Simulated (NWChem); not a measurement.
# PBE/def2-SVP run of C2H7Al (SMILES [CH3][AlH][CH3])

Wanted: a structure relaxation of C2H7Al. 

The results are computed with NWChem 7.3.0.

## (1) The structure to begin with

C2H7Al has 10 atoms, charge 0, and is taken as a singlet. As SMILES, `[CH3][AlH][CH3]`. The shape is that of a PBE0-D4/def2-TZVP optimisation. The run starts from this shape.

Bond lengths: C1–Al2 1.954 Å, Al2–C3 1.954 Å, C1–H4 1.095 Å, C1–H5 1.092 Å, C1–H6 1.096 Å, Al2–H7 1.595 Å, C3–H8 1.093 Å, C3–H9 1.095 Å, C3–H10 1.096 Å. Some angles: C1–Al2–C3 121.2°, C1–Al2–H7 120.2°, C3–Al2–H7 118.5°, Al2–C1–H4 111.1°, Al2–C1–H5 113.4°, Al2–C1–H6 110.4°, Al2–C3–H8 113.4°, Al2–C3–H9 111.0°, Al2–C3–H10 110.5°, H4–C1–H5 108.0°.

## (2) A structure relaxation at PBE/def2-SVP

Contents of c2h7al.nw:

```
start c2h7al
memory 2200 mb
charge 0

geometry
   C     -1.219100     0.923600    -0.783300
   Al     0.496800     0.021800    -0.536400
   C      0.903900    -0.949000     1.109700
   H     -2.054000     0.233200    -0.621200
   H     -1.337000     1.368500    -1.773800
   H     -1.340300     1.723700    -0.043600
   H      1.605700     0.078800    -1.681200
   H      0.069000    -0.980000     1.814000
   H      1.201900    -1.980900     0.894300
   H      1.756300    -0.490900     1.624500
end

basis spherical bse
   * library def2-SVP
end

dft
   xc xpbe96 cpbe96
   mult 1
   grid fine
   convergence energy 1e-07
   maxiter 100
   mulliken
   print low
end

driver
   maxiter 60
end

freq
   temp 3 298.15 400 700
end

task dft optimize
task dft frequencies
```

Run with:

```sh
$ nwchem c2h7al.nw > c2h7al.out
```

Standard output:

```text
Northwest Computational Chemistry Package (NWChem) 7.3.0
             --------------------------------------------------------

           Job information
           ---------------

    nwchem branch   = 7.3.0
    use scalapack   = T
    input           = c2h7al.nw
    prefix          = c2h7al.
    data base       = ./c2h7al.db
    status          = startup
    nproc           =        1

           Memory information
           ------------------

    heap     =     72089594 doubles =      550.0 Mbytes
    stack    =     72089599 doubles =      550.0 Mbytes
    global   =    144179200 doubles =     1100.0 Mbytes (distinct from heap & stack)
    total    =    288358393 doubles =     2200.0 Mbytes
    verify   = yes
    hardfail = no

           Directory information
           ---------------------

  0 permanent = .
  0 scratch   = .

                                NWChem Input Module
                                -------------------

 Scaling coordinates for geometry "geometry" by  1.889725989
 (inverse scale =  0.529177249)

 C1  symmetry detected

          ------
          auto-z
          ------
  no constraints, skipping    0.0000000000000000
  no constraints, skipping    0.0000000000000000

                             Geometry "geometry" -> ""
                             -------------------------

 Output coordinates in angstroms (scale by  1.889725989 to convert to a.u.)

  No.       Tag          Charge          X              Y              Z
 ---- ---------------- ---------- -------------- -------------- --------------
    1 C                    6.0000    -0.42783000     1.70657233    -0.00104036
    2 Al                  13.0000     0.52647848     0.00134221    -0.00214984
    3 C                    6.0000    -0.43635892    -1.69888447    -0.00087812
[... 6 lines of this table left out ...]
   10 H                    1.0000    -0.21401780    -2.26505578     0.91097432

      Atomic Mass
      -----------

      C                 12.000000
      Al                26.981540
      H                  1.007825

 Effective nuclear repulsion energy (a.u.)      96.4504439221

            Nuclear Dipole moment (a.u.)
            ----------------------------
        X                 Y               Z
 ---------------- ---------------- ----------------
     0.0000000000    -0.0000000000     0.0000000000

                                Z-matrix (autoz)
                                --------

 Units are Angstrom for bonds and degrees for angles

      Type          Name      I     J     K     L     M      Value
      ----------- --------  ----- ----- ----- ----- ----- ----------
    1 Stretch                  1     2                       1.95410
    2 Stretch                  1     4                       1.09544
    3 Stretch                  1     5                       1.09221
    4 Stretch                  1     6                       1.09636
    5 Stretch                  2     3                       1.95393
    6 Stretch                  2     7                       1.59483
    7 Stretch                  3     8                       1.09273
    8 Stretch                  3     9                       1.09545
    9 Stretch                  3    10                       1.09611
   10 Bend                     1     2     3               121.24415
   11 Bend                     1     2     7               120.22272
   12 Bend                     2     1     4               111.08194
   13 Bend                     2     1     5               113.41286
   14 Bend                     2     1     6               110.40242
   15 Bend                     2     3     8               113.44678
   16 Bend                     2     3     9               111.04160
   17 Bend                     2     3    10               110.49013
   18 Bend                     3     2     7               118.53028
   19 Bend                     4     1     5               107.97787
   20 Bend                     4     1     6               106.01263
   21 Bend                     5     1     6               107.61726
   22 Bend                     8     3     9               107.93024
   23 Bend                     8     3    10               107.65680
   24 Bend                     9     3    10               105.93138
   25 Torsion                  1     2     3     8           3.66237
   26 Torsion                  1     2     3     9         125.42404
   27 Torsion                  1     2     3    10        -117.33609
   28 Torsion                  3     2     1     4         -54.29430
   29 Torsion                  3     2     1     5        -176.12395
   30 Torsion                  3     2     1     6          63.01614
   31 Torsion                  4     1     2     7         126.32810
   32 Torsion                  5     1     2     7           4.49845
   33 Torsion                  6     1     2     7        -116.36146
   34 Torsion                  7     2     3     8        -176.94976
   35 Torsion                  7     2     3     9         -55.18809
   36 Torsion                  7     2     3    10          62.05177

            XYZ format geometry
            -------------------
    10
 geometry
 C                    -0.42783000     1.70657233    -0.00104036
 Al                    0.52647848     0.00134221    -0.00214984
 C                    -0.43635892    -1.69888447    -0.00087812
[... 6 lines of this table left out ...]
 H                    -0.21401780    -2.26505578     0.91097432

[... 166 lines left out ...]
      One electron energy =     -635.299752331737
[... 44 lines left out ...]
@ ---- ---------------- -------- -------- -------- -------- -------- --------
[... 57 lines left out ...]
      One electron energy =     -634.078365531937
[... 32 lines left out ...]
     step= 1.00 grad=-2.1D-03 hess= 1.0D-03 energy=   -322.449625 mode=accept
[... 47 lines left out ...]
         Total DFT energy =   -322.449624750817
[... 70 lines left out ...]
      One electron energy =     -633.695339125246
[... 32 lines left out ...]
     step= 1.00 grad=-7.7D-05 hess= 1.9D-05 energy=   -322.449682 mode=downhill
[... 73 lines left out ...]
         Total DFT energy =     -322.449701719382
[... 3 lines left out ...]
 Nuclear repulsion energy =       95.452900037954
[... 93 lines left out ...]
      One electron energy =     -633.297365979949
[... 32 lines left out ...]
     step= 1.00 grad=-8.9D-06 hess= 3.4D-06 energy=   -322.449707 mode=downhill
[... 70 lines left out ...]
         Total DFT energy =     -322.449707826604
[... 3 lines left out ...]
 Nuclear repulsion energy =       95.442900258498
[... 93 lines left out ...]
      One electron energy =     -633.280917767308
[... 32 lines left out ...]
     step= 1.00 grad=-8.3D-07 hess= 1.7D-07 energy=   -322.449708 mode=accept
[... 43 lines left out ...]
         Total DFT energy =   -322.449708483547
[... 73 lines left out ...]
            Nuclear Dipole moment (a.u.)
[... 103 lines left out ...]
      One electron energy =     -633.281677274680
[... 39 lines left out ...]
 stpr_wrt_fd_dipole: overwrite of existing file./c2h7al.fd_ddipole
[... 40 lines left out ...]
 X vector of derivative dipole (au) [debye/angstrom]
[... 3 lines left out ...]
 d_dipole_x/<atom=   2,x> =     1.2471     [    5.9901]
[... 3 lines left out ...]
 d_dipole_x/<atom=   3,y> =    -0.0601     [   -0.2885]
[... 3 lines left out ...]
 d_dipole_x/<atom=   4,z> =    -0.0704     [   -0.3381]
[... 3 lines left out ...]
 d_dipole_x/<atom=   6,x> =     0.0052     [    0.0251]
[... 3 lines left out ...]
 d_dipole_x/<atom=   7,y> =     0.0011     [    0.0053]
[... 3 lines left out ...]
 d_dipole_x/<atom=   8,z> =    -0.0074     [   -0.0355]
[... 3 lines left out ...]
 d_dipole_x/<atom=  10,x> =     0.0689     [    0.3307]
[... 4 lines left out ...]
 d_dipole_y/<atom=   1,x> =     0.0986     [    0.4736]
[... 3 lines left out ...]
 d_dipole_y/<atom=   2,y> =     1.4475     [    6.9529]
[... 3 lines left out ...]
 d_dipole_y/<atom=   3,z> =     0.0045     [    0.0215]
[... 3 lines left out ...]
 d_dipole_y/<atom=   5,x> =    -0.0241     [   -0.1159]
[... 3 lines left out ...]
 d_dipole_y/<atom=   6,y> =     0.0625     [    0.3004]
[... 3 lines left out ...]
 d_dipole_y/<atom=   7,z> =     0.0001     [    0.0004]
[... 3 lines left out ...]
 d_dipole_y/<atom=   9,x> =    -0.0041     [   -0.0196]
[... 3 lines left out ...]
 d_dipole_y/<atom=  10,y> =    -0.0018     [   -0.0085]
[... 4 lines left out ...]
 d_dipole_z/<atom=   1,y> =    -0.0022     [   -0.0106]
[... 3 lines left out ...]
 d_dipole_z/<atom=   2,z> =     0.8679     [    4.1687]
[... 3 lines left out ...]
 d_dipole_z/<atom=   4,x> =    -0.0978     [   -0.4698]
[... 3 lines left out ...]
 d_dipole_z/<atom=   5,y> =     0.0112     [    0.0539]
[... 3 lines left out ...]
 d_dipole_z/<atom=   6,z> =    -0.0258     [   -0.1240]
[... 3 lines left out ...]
 d_dipole_z/<atom=   8,x> =    -0.0100     [   -0.0481]
[... 3 lines left out ...]
 d_dipole_z/<atom=   9,y> =    -0.1105     [   -0.5308]
[... 3 lines left out ...]
 d_dipole_z/<atom=  10,z> =    -0.0225     [   -0.1080]
[... 175 lines left out ...]
 Zero-Point correction to Energy  =   46.800 kcal/mol  (  0.074580 au)
[... 17 lines left out ...]
 Thermal correction to Energy     =   52.621 kcal/mol  (  0.083857 au)
[... 20 lines left out ...]
   - Translational                =   42.317 cal/mol-K (mol. weight =  58.0363)
[... 23 lines left out ...]
 P.Frequency        0.00       41.55      168.43      342.29      499.16      524.95

           1    -0.19545     0.00209     0.07428    -0.00014    -0.04412    -0.00511
[... 28 lines of this table left out ...]
          30    -0.00394    -0.29981     0.00828    -0.08240     0.01463     0.12435

                   13          14          15          16          17          18

 P.Frequency      559.32      645.64      690.53      720.22      759.40     1163.69

           1    -0.04870    -0.10351    -0.00141    -0.08119     0.03050     0.06709
[... 28 lines of this table left out ...]
          30    -0.00026    -0.00172     0.08046    -0.03235    -0.01423    -0.00106

                   19          20          21          22          23          24

 P.Frequency     1164.30     1371.70     1373.62     1375.31     1378.27     1841.22

           1     0.00097    -0.04094     0.02282    -0.00522     0.00377     0.00059
[... 28 lines of this table left out ...]
          30    -0.20145    -0.14688    -0.29665    -0.06052    -0.08439    -0.00402

                   25          26          27          28          29          30

 P.Frequency     2957.16     2957.83     3038.40     3039.97     3067.91     3071.67

           1     0.03092     0.01716     0.00229    -0.00005     0.00050    -0.07162
[... 28 lines of this table left out ...]
          30    -0.25412     0.45611     0.00255    -0.55333     0.24190    -0.00009

 ----------------------------------------------------------------------------
 Normal Eigenvalue ||    Projected Derivative Dipole Moments (debye/angs)
  Mode   [cm**-1]  ||      [d/dqX]             [d/dqY]           [d/dqZ]
 ------ ---------- || ------------------ ------------------ -----------------
    1      -47.041 ||       0.009              -0.002            -0.061
    2       -0.000 ||       0.000               0.056            -0.040
    3       -0.000 ||      -0.000              -0.019            -0.102
[... 26 lines of this table left out ...]
   30     3071.667 ||      -0.271              -0.298            -0.001
 ----------------------------------------------------------------------------

 ----------------------------------------------------------------------------
 Normal Eigenvalue ||           Projected Infra Red Intensities
  Mode   [cm**-1]  || [atomic units] [(debye/angs)**2] [(KM/mol)] [arbitrary]
 ------ ---------- || -------------- ----------------- ---------- -----------
    1      -47.041 ||    0.000164           0.004         0.160       0.055
    2       -0.000 ||    0.000204           0.005         0.199       0.068
    3       -0.000 ||    0.000471           0.011         0.459       0.158
[... 26 lines of this table left out ...]
   30     3071.667 ||    0.007025           0.162         6.849       2.353
 ----------------------------------------------------------------------------

 ===============================================================================
      Negative Nuclear Hessian Mode    1  Eigenvalue =    -47.04 cm**(-1)
 -------------------------------------------------------------------------------
   Raw step length:  0.513 angstroms ;  The Raw step for this mode is:
    1 C                    6.0000    -0.00101537    -0.00162619     0.01409785
    2 Al                  13.0000     0.00218134     0.00003566    -0.01604267
    3 C                    6.0000    -0.00180317     0.00225753     0.02364292
[... 6 lines of this table left out ...]
   10 H                    1.0000     0.01980810     0.01164911     0.02432376

  Geometry after  100.0% step for mode  1; Step length =  0.513 angstroms
   Maximum component (any atom: x,y, or z) displacement:  0.525
    1 C                    6.0000    -0.42750719     1.72363465     0.01263704
    2 Al                  13.0000     0.53071697     0.00167405    -0.01813119
    3 C                    6.0000    -0.43977042    -1.71303913     0.02275214
[... 6 lines of this table left out ...]
   10 H                    1.0000    -0.18865971    -2.28102268     0.94637135

  Geometry after -100.0% step for mode  1; Step length =  0.513 angstroms
   Maximum component (any atom: x,y, or z) displacement:  0.525
    1 C                    6.0000    -0.42547645     1.72688703    -0.01555865
    2 Al                  13.0000     0.52635429     0.00160274     0.01395415
    3 C                    6.0000    -0.43616408    -1.71755419    -0.02453369
[... 6 lines of this table left out ...]
   10 H                    1.0000    -0.22827591    -2.30432090     0.89772382

  Geometry after   50.0% step for mode  1; Step length =  0.256 angstroms
   Maximum component (any atom: x,y, or z) displacement:  0.262
    1 C                    6.0000    -0.42699951     1.72444774     0.00558812
    2 Al                  13.0000     0.52962630     0.00165622    -0.01010986
    3 C                    6.0000    -0.43886884    -1.71416789     0.01093068
[... 6 lines of this table left out ...]
   10 H                    1.0000    -0.19856376    -2.28684724     0.93420947

  Geometry after  -50.0% step for mode  1; Step length =  0.256 angstroms
   Maximum component (any atom: x,y, or z) displacement:  0.262
    1 C                    6.0000    -0.42598414     1.72607394    -0.00850973
    2 Al                  13.0000     0.52744496     0.00162056     0.00593281
    3 C                    6.0000    -0.43706567    -1.71642542    -0.01271223
[... 6 lines of this table left out ...]
   10 H                    1.0000    -0.21837186    -2.29849635     0.90988570

  Geometry after   38.1% step for mode  1; Step length =  0.195 angstroms
   Maximum component (any atom: x,y, or z) displacement:  0.200
    1 C                    6.0000    -0.42687873     1.72464117     0.00391128
    2 Al                  13.0000     0.52936684     0.00165198    -0.00820169
    3 C                    6.0000    -0.43865436    -1.71443641     0.00811852
[... 6 lines of this table left out ...]
   10 H                    1.0000    -0.20091980    -2.28823282     0.93131632

  Geometry after  -38.1% step for mode  1; Step length =  0.195 angstroms
   Maximum component (any atom: x,y, or z) displacement:  0.200
    1 C                    6.0000    -0.42610491     1.72588051    -0.00683289
    2 Al                  13.0000     0.52770442     0.00162481     0.00402465
    3 C                    6.0000    -0.43728014    -1.71615691    -0.00990007
[... 6 lines of this table left out ...]
   10 H                    1.0000    -0.21601582    -2.29711076     0.91277885

  Geometry after   19.1% step for mode  1; Step length =  0.098 angstroms
   Maximum component (any atom: x,y, or z) displacement:  0.100
    1 C                    6.0000    -0.42668528     1.72495100     0.00122523
    2 Al                  13.0000     0.52895124     0.00164519    -0.00514511
    3 C                    6.0000    -0.43831081    -1.71486653     0.00361387
[... 6 lines of this table left out ...]
   10 H                    1.0000    -0.20469380    -2.29045230     0.92668195

  Geometry after  -19.1% step for mode  1; Step length =  0.098 angstroms
   Maximum component (any atom: x,y, or z) displacement:  0.100
    1 C                    6.0000    -0.42629836     1.72557068    -0.00414685
    2 Al                  13.0000     0.52812002     0.00163160     0.00096806
    3 C                    6.0000    -0.43762370    -1.71572678    -0.00539543
[... 6 lines of this table left out ...]
   10 H                    1.0000    -0.21224182    -2.29489128     0.91741322

 vib:animation  F

 Task  times  cpu:      119.7s     wall:      119.7s
 Total times  cpu:      160.8s     wall:      160.8s
```

It took 2.7 min on 1 thread of Intel Xeon 6975P-C (Granite Rapids), shared host; peak memory 0.18 GiB.

Step by step:

```
step  energy from the first frame kept (eV)
   0                                 0.0000
   1                                -0.0305
   2                                -0.0326
   3                                -0.0327
   4                                -0.0327
```

After the run. Bond lengths: C1–Al2 1.971 Å, Al2–C3 1.970 Å, C1–H4 1.112 Å, C1–H5 1.109 Å, C1–H6 1.113 Å, Al2–H7 1.610 Å, C3–H8 1.109 Å, C3–H9 1.112 Å, C3–H10 1.113 Å. Some angles: C1–Al2–C3 121.6°, C1–Al2–H7 120.1°, C3–Al2–H7 118.2°, Al2–C1–H4 111.3°, Al2–C1–H5 113.7°, Al2–C1–H6 110.6°, Al2–C3–H8 113.9°, Al2–C3–H9 111.1°, Al2–C3–H10 110.6°, H4–C1–H5 107.8°.

## (3) What came out

Level: PBE/def2-SVP.

| quantity | value |
| --- | --- |
| total energy at the end | -322.44971 Eh |
| lowest harmonic wavenumber | 47i cm⁻¹ (imaginary) |
| highest harmonic wavenumber | 3072 cm⁻¹ |

What this shows: At the final geometry: Bond lengths: C1–Al2 1.971 Å, Al2–C3 1.970 Å, C1–H4 1.112 Å, C1–H5 1.109 Å, C1–H6 1.113 Å, Al2–H7 1.610 Å, C3–H8 1.109 Å, C3–H9 1.112 Å, C3–H10 1.113 Å. Some angles: C1–Al2–C3 121.6°, C1–Al2–H7 120.1°, C3–Al2–H7 118.2°, Al2–C1–H4 111.3°, Al2–C1–H5 113.7°, Al2–C1–H6 110.6°, Al2–C3–H8 113.9°, Al2–C3–H9 111.1°, Al2–C3–H10 110.6°, H4–C1–H5 107.8°. 1 mode is imaginary (lowest 47i cm⁻¹): a first-order saddle point, unless the integration grid spoils the Hessian. The optimisation took 5 steps and changed the energy by -0.033 eV. Mulliken charges run from -0.38 on C1 to +0.57 on Al2.
